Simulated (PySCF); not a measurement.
**NO: the SCF solver's settings**

Do solver options change the result for NO, or only the number of cycles?

Computed with PySCF 2.14.0. Level: method and basis as typed in the scripts.

5 further runs of the same task are left out: 5 that didn't finish.

**1. Where the work starts**

NO: 2 atoms, charge 0, spin multiplicity 2.

Bond lengths: N1–O2 1.129 Å.

**2. Base script**

File input.py:

```python
from pyscf import gto, dft
from pyscf.geomopt.geometric_solver import optimize

mol = gto.M(
    atom='N 0 0 0; O 0 0 1.129',
    basis='cc-pvtz',
    charge=0,
    spin=1,
    verbose=4,
)
mf = dft.ROKS(mol, xc='tpss')
mf.kernel()
g = mf.nuc_grad_method()
g.grid_response = True
mol_eq = optimize(g.as_scanner(), maxsteps=30)
print('optimised geometry (angstrom)')
print(mol_eq.tostring('raw'))
print('orbital energies (hartree):', mf.mo_energy[..., max(0, mol.nelec[1]-3):mol.nelec[0]+3].round(4))
```

On the command line:

```sh
OMP_NUM_THREADS=1 python input.py
```

The log of this run is left out.

It gives: at the starting geometry E(SCF) = -129.956873 Eh, 9 cycles, optimised bond 1.158 Å in 4 steps; the optimisation lowers the energy by 0.044 eV.

**3. Level shift 1 hartree**

Variant 1 changes level shift: none → 1 hartree.

File input.py:

```python
from pyscf import gto, dft
from pyscf.geomopt.geometric_solver import optimize

mol = gto.M(
    atom='N 0 0 0; O 0 0 1.129',
    basis='cc-pvtz',
    charge=0,
    spin=1,
    verbose=4,
)
mf = dft.ROKS(mol, xc='tpss')
mf.level_shift = 1.0
mf.kernel()
g = mf.nuc_grad_method()
g.grid_response = True
mol_eq = optimize(g.as_scanner(), maxsteps=30)
print('optimised geometry (angstrom)')
print(mol_eq.tostring('raw'))
print('orbital energies (hartree):', mf.mo_energy[..., max(0, mol.nelec[1]-3):mol.nelec[0]+3].round(4))
```

On the command line:

```sh
OMP_NUM_THREADS=1 python input.py
```

**4. Second-order solver on**

Variant 2 changes second-order solver: off → on.

input.py: that of step 2 with these lines changed.

```diff
@@ -11,2 +11,3 @@
 mf = dft.ROKS(mol, xc='tpss')
+mf = mf.newton()
 mf.kernel()
```

**Question.** What will these runs give? Wanted: for each run, E(SCF); from base; after the SCF.

**Answer**, as computed:

```tsv
run	E(SCF) (hartree)	from base (eV)	cycles	after the SCF
base	-129.956873	0	9	bond 1.158 Å, -0.044 eV
level shift 1 hartree	-129.956873	0.0000	24	bond 1.158 Å, -0.044 eV
second-order solver on	-129.956873	0.0000	3 macro	bond 1.158 Å, -0.044 eV
```

SCF columns refer to the geometry typed in the script.

Distance from each run's final energy (log10 hartree) by cycle:

```tsv
run	cycle 1	cycle 2	cycle 3	cycle 5	cycle 8	cycle 12
base	-1.4	-0.4	-2.7	-5.7	-10.4	done
level shift 1 hartree	-1.2	-1.8	-2.7	-4.1	-5.3	-6.6
second-order solver on	-5.0	< -11	< -11	done	done	done
```

**Reading.** The SCF energy stays the same, to the digits that matter, with level shift 1 hartree or second-order solver on. The base needs 9 cycles and the run with level shift 1 hartree needs 24.
